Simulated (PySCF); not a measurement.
All values below come from ωB97X-D3(BJ)/def2-TZVP // PBE0-D3(BJ)/def2-TZVP (PySCF). Gas-phase values, no solvent. Excitations are Tamm–Dancoff values on a coarser integration grid. The basis has no diffuse functions, so Rydberg states are missing or too high.

Reference species (SMILES): `B(F)(F)F` (neutral, multiplicity 1).

```json
{
  "HOMO–LUMO gap": "17.02 eV",
  "S1–T1 gap (TDA)": "0.23 eV",
  "S1 oscillator strength": "0.000",
  "T1 excitation (TDA)": "10.79 eV"
}
```

Changed species: `FB(F)Cl` (1 of 3 F replaced by Cl; the reference has 0 of 3 F replaced by Cl).

**Question.** What does the change do to the HOMO–LUMO gap, S1–T1 gap (TDA), S1 oscillator strength and T1 excitation (TDA)?

**Answer.** the HOMO–LUMO gap decreases by 2.44 eV, to 14.58 eV; the S1–T1 gap (TDA) drops by 0.05 eV, to 0.18 eV; the S1 oscillator strength is nearly the same; the T1 excitation (TDA) decreases by 2.74 eV, to 8.05 eV.
